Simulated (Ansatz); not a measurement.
Reaction (SMILES): [SiH4] (SiH4) → [SiH3-] + H+
B3LYP-D3(BJ)/def2-TZVP geometries, fixed; electronic energies without zero-point terms.
Largest species:
```xyz
5

Si     0.0000     0.0000     0.0000
H      0.8756     0.8547     0.8331
H     -0.8222    -0.8655     0.8753
H     -0.8862     0.8545    -0.8220
H      0.8328    -0.8437    -0.8864
```
Charge 0, spin multiplicity 1.

Basis-set convergence of the deprotonation energy at MP2 with Ansatz (a quantum-chemistry and plane-wave program). Cartesian d functions, on some or all atoms, in 6-31G*, 6-31G**; all else is spherical. Cores are frozen. No added dispersion term, no relativity. Functions are those of the species that has most. Reference: Hartree-Fock in aug-cc-pV(Q+d)Z plus the correlation part extrapolated as X^-3 from aug-cc-pV(T+d)Z and aug-cc-pV(Q+d)Z, 380.20 kcal/mol, itself unsure by roughly 0.17 kcal/mol (a third of the extrapolation step and of the last Hartree-Fock step). Deviations are taken from unrounded values.

```csv
basis,functions,deprotonation energy (kcal/mol),minus reference (kcal/mol)
STO-3G,13,514.51,134.30
6-31G,21,378.50,-1.71
6-31G*,27,386.10,5.90
pcseg-1,38,386.37,6.16
6-31G**,39,390.82,10.61
cc-pV(D+d)Z,43,387.39,7.18
"6-311++G(2d,2p)",75,381.91,1.71
cc-pV(T+d)Z,95,384.39,4.19
def2-TZVPP,98,383.68,3.48
jun-cc-pV(T+d)Z,104,380.78,0.58
def2-TZVPPD,116,381.89,1.68
cc-pV(Q+d)Z,184,382.00,1.79
cc-pV(5+d)Z,320,381.29,1.09
```
